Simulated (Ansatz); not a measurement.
Steps of a relaxation of `C=C(C)C(=C)Cl` with RKS PBE0-D4/def2-TZVP.

```sh
$ ansatz run in.yaml --threads 4 --pin off --events-out ev --progress --plain --max-ram 10444MiB
```

```yaml
crystal:
  periodic: [false, false, false]
  atoms:
    - {symbol: C, position_ang: [-1.121804, -1.469463, -0.357289]}
    - {symbol: C, position_ang: [-0.237109, -0.479701, -0.088705]}
    - {symbol: C, position_ang: [1.216967, -0.783082, 0.191132]}
    - {symbol: C, position_ang: [-0.632820, 0.943413, -0.052562]}
    - {symbol: C, position_ang: [0.196884, 1.979465, 0.207227]}
    - {symbol: Cl, position_ang: [-2.324202, 1.311376, -0.375423]}
    - {symbol: H, position_ang: [-0.795997, -2.520348, -0.377029]}
    - {symbol: H, position_ang: [-2.179286, -1.251716, -0.560728]}
    - {symbol: H, position_ang: [1.518438, -0.431605, 1.199979]}
    - {symbol: H, position_ang: [1.884995, -0.281743, -0.539973]}
    - {symbol: H, position_ang: [1.405348, -1.871234, 0.136857]}
    - {symbol: H, position_ang: [1.261155, 1.806252, 0.415060]}
    - {symbol: H, position_ang: [-0.172167, 3.013586, 0.216255]}
basis:
  gaussian: {orbitals: def2-TZVP}
hamiltonian: {xc: pbe0, dispersion: d4}
relax: {f_tol: 0.005, max_steps: 150}
```

Positions (Å) and forces (eV/Å) along the path, 6 of 6 steps:

```xyz
13
step=1 energy=-17812.7163 eV
C    -1.122   -1.469   -0.357    0.377    0.476    0.120
C    -0.237   -0.480   -0.089   -0.487   -0.494   -0.145
C     1.217   -0.783    0.191    0.214   -0.001    0.045
C    -0.633    0.943   -0.053    0.417    0.563    0.134
C     0.197    1.979    0.207   -0.448   -0.492   -0.135
Cl   -2.324    1.311   -0.375    0.530   -0.093    0.103
H    -0.796   -2.520   -0.377   -0.162    0.573    0.014
H    -2.179   -1.252   -0.561    0.573   -0.145    0.108
H     1.518   -0.432    1.200   -0.176   -0.167   -0.471
H     1.885   -0.282   -0.540   -0.345   -0.235    0.326
H     1.405   -1.871    0.137   -0.131    0.518    0.018
H     1.261    1.806    0.415   -0.559    0.056   -0.112
H    -0.172    3.014    0.216    0.196   -0.561   -0.005
13
step=2 energy=-17812.7849 eV
C    -1.109   -1.455   -0.353    0.078    0.111    0.024
C    -0.237   -0.476   -0.089   -0.104   -0.112   -0.031
C     1.209   -0.775    0.190    0.067   -0.003    0.013
C    -0.629    0.938   -0.052   -0.048    0.159    0.005
C     0.194    1.958    0.205   -0.087   -0.084   -0.024
Cl   -2.309    1.312   -0.372    0.251   -0.067    0.046
H    -0.783   -2.493   -0.372   -0.053    0.144    0.001
H    -2.155   -1.246   -0.555    0.144   -0.057    0.026
H     1.504   -0.427    1.189   -0.046   -0.050   -0.140
H     1.867   -0.280   -0.537   -0.096   -0.071    0.099
H     1.390   -1.852    0.136   -0.029    0.146    0.007
H     1.245    1.780    0.410   -0.147    0.026   -0.030
H    -0.167    2.982    0.215    0.070   -0.142    0.002
13
step=3 energy=-17812.7901 eV
C    -1.106   -1.451   -0.353    0.000    0.013    0.005
C    -0.237   -0.474   -0.088    0.026    0.001    0.005
C     1.206   -0.772    0.189   -0.008   -0.003   -0.001
C    -0.628    0.937   -0.052   -0.110    0.025   -0.025
C     0.192    1.953    0.205    0.009   -0.007   -0.003
Cl   -2.300    1.307   -0.372    0.069   -0.018    0.015
H    -0.780   -2.484   -0.370   -0.001   -0.010   -0.003
H    -2.148   -1.247   -0.554   -0.010   -0.013   -0.004
H     1.499   -0.426    1.184    0.002    0.003    0.007
H     1.860   -0.280   -0.535    0.005    0.004   -0.006
H     1.386   -1.845    0.136    0.002   -0.008    0.000
H     1.239    1.774    0.408    0.009    0.002    0.005
H    -0.162    2.974    0.215    0.007    0.012    0.004
13
step=4 energy=-17812.7903 eV
C    -1.106   -1.451   -0.352    0.002    0.011   -0.007
C    -0.238   -0.474   -0.089    0.018   -0.003    0.002
C     1.205   -0.772    0.189   -0.003   -0.003   -0.002
C    -0.629    0.938   -0.053   -0.050    0.014   -0.002
C     0.193    1.953    0.204    0.009   -0.007    0.010
Cl   -2.299    1.308   -0.371    0.018   -0.008    0.000
H    -0.779   -2.484   -0.371   -0.002   -0.005    0.004
H    -2.149   -1.250   -0.554   -0.006   -0.007    0.000
H     1.499   -0.424    1.183    0.001    0.001    0.003
H     1.859   -0.280   -0.536    0.003    0.002   -0.002
H     1.385   -1.845    0.137    0.001   -0.003    0.000
H     1.239    1.772    0.410    0.004    0.003   -0.004
H    -0.160    2.974    0.217    0.004    0.006   -0.002
13
step=5 energy=-17812.7904 eV
C    -1.105   -1.451   -0.353   -0.003    0.003    0.012
C    -0.239   -0.473   -0.089    0.004   -0.006    0.003
C     1.205   -0.771    0.189    0.001    0.000    0.001
C    -0.631    0.939   -0.052    0.018    0.005   -0.005
C     0.193    1.952    0.206    0.006   -0.004   -0.009
Cl   -2.299    1.308   -0.372   -0.022    0.001   -0.001
H    -0.778   -2.484   -0.369    0.001    0.002   -0.006
H    -2.149   -1.253   -0.554    0.002    0.000   -0.003
H     1.498   -0.424    1.184    0.000   -0.001   -0.002
H     1.859   -0.278   -0.535   -0.001   -0.002    0.001
H     1.385   -1.844    0.136   -0.001    0.002    0.000
H     1.239    1.770    0.408   -0.005    0.000    0.004
H    -0.157    2.975    0.217    0.000   -0.002    0.004
13
step=6 energy=-17812.7904 eV
C    -1.106   -1.451   -0.352    0.000    0.001   -0.002
C    -0.238   -0.473   -0.089    0.002   -0.003    0.000
C     1.205   -0.771    0.189    0.000    0.000    0.000
C    -0.631    0.939   -0.053    0.003    0.003    0.001
C     0.193    1.952    0.205   -0.001   -0.002    0.000
Cl   -2.299    1.307   -0.372   -0.003    0.000    0.000
H    -0.778   -2.484   -0.370    0.000    0.000    0.001
H    -2.149   -1.252   -0.555    0.000   -0.001    0.001
H     1.498   -0.423    1.183    0.000    0.000    0.000
H     1.859   -0.279   -0.536    0.000    0.000    0.000
H     1.385   -1.844    0.137   -0.001    0.000    0.000
H     1.239    1.770    0.409   -0.001    0.000    0.000
H    -0.158    2.975    0.217    0.000    0.000    0.000
```

It took 25 s on 4 threads of an Arm Neoverse V2 on a shared host, with 0.71 GiB of host memory at the peak.
